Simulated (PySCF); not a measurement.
disilane cation (H₆Si₂), SMILES [SiH3][SiH3] (connectivity only; charge and spin as stated), charge +1, multiplicity 2. Atoms are numbered in the order given.

```xyz
8

Si     0.0000     0.0000    -1.3860
Si     0.0000     0.0000     1.3860
H     -1.2619    -0.7285    -1.5869
H      1.2619    -0.7285    -1.5869
H      0.0000     1.4571    -1.5869
H     -1.2619     0.7285     1.5869
H      1.2619     0.7285     1.5869
H      0.0000    -1.4571     1.5869
```
Charge +1, spin multiplicity 2.

Geometry optimised at B3LYP-D3(BJ)/def2-TZVP. The spin state was assumed, not searched.

Two levels are set side by side: PBE/pcH-1 (PySCF) and B3LYP/pcH-1 (PySCF). Contact hyperfine couplings, same geometry. Differences are taken from unrounded values.

| quantity | B3LYP |
|---|---|
| A(iso) of 29Si, atom Si1 (MHz) | -34.5 |
| A(iso) of 29Si, atom Si2 (MHz) | -34.5 |
| A(iso) of 1H, atom H3 (MHz) | 25.8 |
| A(iso) of 1H, atom H4 (MHz) | 25.8 |
| A(iso) of 1H, atom H5 (MHz) | 25.8 |
| A(iso) of 1H, atom H6 (MHz) | 25.8 |
| A(iso) of 1H, atom H7 (MHz) | 25.8 |
| A(iso) of 1H, atom H8 (MHz) | 25.8 |

Q: What does PBE give, and how far is it from B3LYP? (The exact figures need the calculation; the answer reports its results.)

A: 
```csv
quantity,PBE,PBE minus B3LYP
"A(iso) of 29Si, atom Si1 (MHz)",-35.9,-1.4
"A(iso) of 29Si, atom Si2 (MHz)",-35.9,-1.4
"A(iso) of 1H, atom H3 (MHz)",15.5,-10.3
"A(iso) of 1H, atom H4 (MHz)",15.5,-10.3
"A(iso) of 1H, atom H5 (MHz)",15.5,-10.3
"A(iso) of 1H, atom H6 (MHz)",15.5,-10.3
"A(iso) of 1H, atom H7 (MHz)",15.5,-10.3
"A(iso) of 1H, atom H8 (MHz)",15.5,-10.3
```

Rough cost on one machine, each run with all the roots and properties that it gave: B3LYP against PBE within a factor of 2.
